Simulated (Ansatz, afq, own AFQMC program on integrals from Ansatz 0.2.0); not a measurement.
# CH, doublet in cc-pVTZ, levels against full CI

```xyz
2

C     0.0000    0.0000    0.0000
H     0.0000    0.0000    1.1225
```

Basis cc-pVTZ. Noble-gas cores (and the filled d shells of Ga–Kr and In–Xe) are frozen. Integrals, coupled cluster, full CI and functionals: Ansatz 0.2.0; the random walks run on the same integrals in our own AFQMC program. The CISD trial takes its coefficients from CCSD amplitudes. Released means that phaseless walkers are propagated on without the constraint, phases kept. Uncertainties: one standard error, sampling alone.

Determinant: UHF, the one that the program's search chose, which needn't be the lowest solution. The geometry is a PBE0/def2-TZVP stationary point of this or a neighbouring charge and spin state.

Full CI on the same integrals is exact in this basis and with this determinant's frozen core.

Cautions: strong correlation (T1 0.109, weight of the determinant 0.82, largest double 0.10); unrestricted determinant spin contaminated (⟨S²⟩ 1.10 against 0.75).

* T1 diagnostic: 0.1086
* weight of the determinant in the CISD state: 0.822
* ⟨S²⟩ of the determinant: 1.101
* size of the correlated space: 5 electrons in 43 orbitals

Reference: full CI, correlation energy -3.438 eV. The released energy is read at 2.40 1/Eh (meV from the phaseless value at times in 1/Eh: 0 ± 3 at 0.24, -0.3 ± 1.7 at 0.51, -6.4 ± 1.6 at 0.99, -5.2 ± 2.1 at 1.62, -3.9 ± 2.2 at 2.40). The cautions show a poor starting determinant, so the rows tell how each method copes with it here, and full CI is the sure value.

```csv
level,E − E(reference) (kJ/mol),share of correlation (%)
HF,331.7,0.00
MP2,87.8,73.54
CCSD,11.8,96.45
CCSD(T),2.8,99.16
CCSDT,0.3,99.92
CCSDT(Q),0.0,99.99
CCSDTQ,0.0,100.00
ph-AFQMC/CISD,0.8 ± 0.2,99.76
released AFQMC,0.4 ± 0.2,99.88
```

CCSDT and higher add their correlation energy to the determinant of the CCSD(T) run, since their own runs factorise the integrals more tightly (a shift of under 2 meV). Released energies are given only where the last usable release times agree within the noise; a slower fall can still hide under it.
